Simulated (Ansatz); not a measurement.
Geometry optimisation, Ansatz, RKS BLYP-D4/def2-SVP.

The input (input.yaml):

```yaml
crystal:
  periodic: [false, false, false]
  atoms:
    - { symbol: "N", position_ang: [-0.6035, -0.1803, -0.6926] }
    - { symbol: C, position_ang: [0.258, 0.3513, 0.2899] }
    - { symbol: O, position_ang: [0.6018, -0.7447, 1.0583] }
    - { symbol: H, position_ang: [-0.0707, -0.7917, -1.2888] }
    - { symbol: H, position_ang: [-0.901, 0.6259, -1.3419] }
    - { symbol: H, position_ang: [-0.2183, 1.1179, 0.9268] }
    - { symbol: H, position_ang: [1.1803, 0.7972, -0.1595] }
    - { symbol: H, position_ang: [1.24422, -1.18373, 0.59632] }
basis:
  gaussian: { orbitals: def2-SVP }
hamiltonian:
  xc: blyp
  dispersion: d4
relax:
  f_tol: 0.015
  max_steps: 40
```

Launched with:

```bash
$ ansatz run input.yaml --threads 1 --pin off --max-ram 2048MiB --backend cpu --events-out ev --progress --plain --runs-dir out
```

Problem. Where does it end, and by what steps?

Solution. It converged. After 15 steps the energy has fallen by 0.636 eV; H5 moved furthest, 1.14 Å.

| step | energy less start (eV) | largest force component (eV/Å) | accepted |
| --- | --- | --- | --- |
| 0 | 0.0000 | 3.825 | yes |
| 1 | -0.4151 | 0.730 | yes |
| 2 | -0.4510 | 0.173 | yes |
| 3 | -0.4602 | 0.369 | yes |
| 4 | -0.4522 | 0.478 | no |
| 5 | -0.4717 | 0.264 | yes |
| 6 | -0.4832 | 0.148 | yes |
| 7 | -0.4902 | 0.488 | yes |
| 8 | -0.5324 | 0.119 | yes |
| 9 | -0.5745 | 0.209 | yes |
| 10 | -0.5755 | 1.189 | yes |
| 11 | -0.6320 | 0.080 | yes |
| 12 | -0.6104 | 0.248 | no |
| 13 | -0.6346 | 0.071 | yes |
| 14 | -0.6361 | 0.016 | yes |
| 15 | -0.6361 | 0.012 | yes |

```xyz
8
Properties=species:S:1:pos:R:3
N -0.283 -0.280 -0.903
C 0.446 0.348 0.194
O 0.520 -0.528 1.306
H -0.108 0.199 -1.796
H -1.298 -0.258 -0.734
H -0.014 1.282 0.599
H 1.455 0.625 -0.205
H 0.772 -1.396 0.928
```

The run took 28 s on 1 thread of Arm Neoverse V1, with other jobs on the host, peak memory 0.23 GiB.
